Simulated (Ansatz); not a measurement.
`OCOC(F)F`. Charge 0, multiplicity 1.

```xyz
10

O    -0.189    1.704   -0.254
C     0.771    0.716   -0.101
O     0.309   -0.374    0.676
C    -0.625   -1.147    0.061
F    -0.038   -1.962   -0.853
F    -1.176   -1.925    0.998
H    -0.350    2.113    0.602
H     1.660    1.065    0.428
H     1.040    0.383   -1.106
H    -1.402   -0.572   -0.451
```

Q: What are the harmonic wavenumbers in cm⁻¹ at PBE0-D4/def2-TZVP (Ansatz, finite differences of forces, unscaled)? (Estimate.)

A: The calculation gave: 56, 126, 253, 386, 453, 542, 577, 702, 1046, 1051, 1089, 1106, 1182, 1189, 1301, 1388, 1396, 1410, 1452, 1523, 3074, 3102, 3132, 3848.

Q: Is this a minimum?

A: Yes, all 24 modes are real.

Q: Give the ideal-gas thermochemistry at 298.15 K and 1 bar (rigid rotor, harmonic oscillator; point group C1, symmetry number 1).

A: Zero-point energy 187.7 kJ/mol; H(298) − E = 206.2 kJ/mol; entropy 332.0 J/(mol·K), of which translation 166.0, rotation 111.8, vibration 54.1; G(298) − E = 107.2 kJ/mol. Modes under 100 cm⁻¹ are hindered rotations or soft bends, so the harmonic entropy is rough.
